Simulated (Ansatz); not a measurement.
in.yaml

```yaml
crystal:
  periodic: [false, false, false]
  atoms:
    - {symbol: N, position_ang: [0.000000, 0.000000, 0.000000]}
    - {symbol: C, position_ang: [0.000000, 0.000000, 1.339482]}
basis:
  gaussian: {orbitals: "6-31G*"}
magnetization: {spin_polarized: false, initial_magnetization: 1}
correlation: {method: fic_mrcisd_q, electrons: outside_noble_gas, active_space: {window: {electrons: 5, orbitals: 4}, states: [{multiplicity: 2, weights: [1, 1, 1, 1]}]}}
```

```sh
$ ansatz run in.yaml --threads 1 --pin off --events-out ev --progress --plain --max-ram 2393MiB
```

Log:

```
493 factors; integrals over basis functions are off by at most 6.5e-8 eV
mean field evaluation 1: about -2504.9125 eV, gradient 2.4e1 eV
mean field evaluation 2: about -2504.9142 eV, gradient 2.4e1 eV
mean field evaluation 4: about -2506.5592 eV, gradient 1.3e0 eV
mean field evaluation 8: about -2506.6220 eV, gradient 8.5e-1 eV
mean field evaluation 16: about -2506.6835 eV, gradient 1.2e-3 eV
mean field evaluation 32: about -2507.7908 eV, gradient 1.8e-1 eV
mean field evaluation 64: about -2504.9010 eV, gradient 7.3e0 eV
mean field evaluation 96: about -2506.6830 eV, gradient 1.8e-1 eV
mean field -2507.79176499 eV, -92.1596475211 hartree, gradient 2.1e-6 eV, S^2 0.750000; 10 other end points of the search recorded, 0 dependent functions left out
reference -2507.79176499 eV, -92.1596475211 hartree; 7, 6 occupied and 23, 24 virtual orbitals, 493 factors
state -2508.65139762 eV, -92.1912384375 hartree
state -2507.80351522 eV, -92.1600793342 hartree
state -2507.52499757 eV, -92.1498439992 hartree
state -2502.78184792 eV, -91.9755364647 hartree
contracted CI cycle   1: correlation 0.00000000 eV, 0.0000000000 hartree, residual 2.29e1 eV
contracted CI cycle   2: correlation -5.73285956 eV, -0.2106787031 hartree, residual 4.34e0 eV
...
state -2508.65139762 eV, -92.1912384375 hartree; corrected -2515.21116091 eV, -92.4323052923 hartree
...
state -2507.80351522 eV, -92.1600793342 hartree; corrected -2515.27191246 eV, -92.4345378703 hartree
...
state -2507.52499757 eV, -92.1498439992 hartree; corrected -2515.67902200 eV, -92.4494988702 hartree
...
state -2502.78184792 eV, -91.9755364647 hartree; corrected -2509.17820285 eV, -92.2105981726 hartree
state -2508.44693069 eV, -92.1837244165 hartree
state -2507.96027980 eV, -92.1658403262 hartree
state -2507.72117389 eV, -92.1570533460 hartree
state -2502.34286510 eV, -91.9594041435 hartree
...
state -2508.44693069 eV, -92.1837244165 hartree; corrected -2515.21217676 eV, -92.4323426240 hartree
...
state -2507.96027980 eV, -92.1658403262 hartree; corrected -2515.22098074 eV, -92.4326661643 hartree
...
state -2507.72117389 eV, -92.1570533460 hartree; corrected -2515.62733583 eV, -92.4475994383 hartree
...
contracted CI cycle   3: correlation -6.08245391 eV, -0.2235260584 hartree, residual 1.39e0 eV
contracted CI cycle   4: correlation -6.11445786 eV, -0.2247021818 hartree, residual 5.22e-1 eV
contracted CI cycle   5: correlation -6.12122641 eV, -0.2249509215 hartree, residual 2.61e-1 eV
contracted CI cycle   6: correlation -6.12280931 eV, -0.2250090920 hartree, residual 1.11e-1 eV
contracted CI cycle   7: correlation -6.12303407 eV, -0.2250173519 hartree, residual 4.48e-2 eV
contracted CI cycle   8: correlation -6.12307292 eV, -0.2250187795 hartree, residual 1.74e-2 eV
contracted CI cycle   9: correlation -6.12307942 eV, -0.2250190182 hartree, residual 7.34e-3 eV
contracted CI cycle  10: correlation -6.12308065 eV, -0.2250190636 hartree, residual 3.55e-3 eV
contracted CI cycle  11: correlation -6.12308093 eV, -0.2250190739 hartree, residual 1.63e-3 eV
contracted CI cycle  12: correlation -6.12308099 eV, -0.2250190759 hartree, residual 6.56e-4 eV
state -2502.34286510 eV, -91.9594041435 hartree; corrected -2509.07376870 eV, -92.2067602884 hartree
state -2508.65139762 eV, -92.1912384375 hartree; corrected -2515.21116091 eV, -92.4323052923 hartree
state -2507.80351522 eV, -92.1600793342 hartree; corrected -2515.27191246 eV, -92.4345378703 hartree
state -2507.52499757 eV, -92.1498439992 hartree; corrected -2515.67902200 eV, -92.4494988702 hartree
state -2502.78184792 eV, -91.9755364647 hartree; corrected -2509.17820285 eV, -92.2105981726 hartree
Total energy: -2513.83507456 eV, -92.3817350513 hartree
```

Natural occupations, averaged over the states: 1.7439 1.4989 1.4352 0.3220.

The total printed last is the weighted mean of the 4 states, 1.844 eV above the lowest of them, and is no single state's energy. The correction changes the order of the states.

Ran on 1 thread of AMD EPYC 7B13, shared host: 2.4 s wall, 0.1 GiB peak host memory.
